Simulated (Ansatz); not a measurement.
`NC(F)S`. The species carries charge 0 and has multiplicity 1.

Cartesian coordinates in Å:
```
N 0.454 0.892 0.756
C -0.275 -0.170 0.192
F -0.109 -1.312 0.944
S 0.265 -0.525 -1.517
H 1.431 0.900 0.499
H 0.028 1.793 0.608
H -1.340 0.067 0.200
H -0.456 -1.646 -1.682
```

Task: What are the harmonic wavenumbers in cm⁻¹ at PBE0-D4/def2-TZVP (Ansatz, finite differences of forces, unscaled)? (Estimate.)

Result: Computed: 155, 286, 314, 396, 545, 668, 736, 876, 1004, 1155, 1219, 1310, 1418, 1651, 2705, 3108, 3566, 3675.

Task: Is this a minimum?

Result: Yes, all 18 modes are real.

Task: Give the ideal-gas thermochemistry at 298.15 K and 1 bar (rigid rotor, harmonic oscillator; point group C1, symmetry number 1).

Result: Zero-point energy 148.3 kJ/mol; H(298) − E = 164.4 kJ/mol; entropy 302.5 J/(mol·K), of which translation 163.7, rotation 105.5, vibration 33.4; G(298) − E = 74.2 kJ/mol.

Task: And at 400, 500, 600, 800 and 1000 K?

Result: 
```
T (K)  H − E (kJ/mol)  S (J/mol/K)  G − E (kJ/mol)
  400           173.3        328.2            42.0
  500           183.4        350.7             8.1
  600           194.6        371.0           -28.0
  800           219.4        406.6          -105.9
 1000           246.6        436.9          -190.3
```
